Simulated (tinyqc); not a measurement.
Worked calculation: coupled-perturbed Hartree-Fock on RHF in the sto-3g basis, for H3O+, spin multiplicity 1. One step of it, computed by the program tinyqc.

Task: Response to a field: uncoupled start. Field along y; U_ai = -mu_ai / (e_a - e_i), alpha = -4 sum U_ai mu_ai.

orbital energies (hartree): MO1 -20.867180, MO2 -1.786311, MO3 -1.087869, MO4 -1.087631, MO5 -0.919613, MO6 0.088736, MO7 0.244087, MO8 0.244555

dipole integrals <a|y|i> (bohr):
```
          i1         i2        i3         i4        i5
a6  0.000000   0.000000  0.000000  -0.661658  0.000000
a7  0.051095  -0.118407  0.479067   0.000000  0.342424
a8  0.000000   0.000000  0.000000  -0.478081  0.000000
```

Give: uncoupled U; uncoupled polarisability.

Result:

uncoupled U:
```
        i1     i2      i3     i4      i5
a6   0.000  0.000   0.000  0.562   0.000
a7  -0.002  0.058  -0.360  0.000  -0.294
a8   0.000  0.000   0.000  0.359   0.000
```

uncoupled polarisability = 3.295 bohr^3
